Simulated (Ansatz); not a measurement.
Cartesian coordinates in Å:
```
C 0.378 0.985 -0.396
C 0.068 -0.356 0.220
O -0.906 -0.180 1.174
O -0.288 -1.326 -0.709
Cl 1.572 -1.025 0.984
H 0.709 1.684 0.370
H 1.154 0.872 -1.151
H -0.530 1.379 -0.860
H -1.103 -1.044 1.555
H -1.055 -0.989 -1.187
```

Charge 0, multiplicity 1.

Task: List the PBE0/def2-TZVPP orbital energies in eV (Ansatz 0.2.0). (Best estimate.)

Result: Computed: Occupied: -2767.10, -523.53, -523.44, -282.85, -278.42, -258.94, -197.28, -197.06, -197.05, -31.01, -28.82, -23.47, -21.13, -17.66, -16.42, -13.85, -13.57, -12.69, -11.50, -11.45, -10.11, -9.88, -9.07, -8.66, -8.43. Lowest empty: 0.64, 0.80, 1.83, 2.33, 3.26, 3.40, 4.06, 4.83.
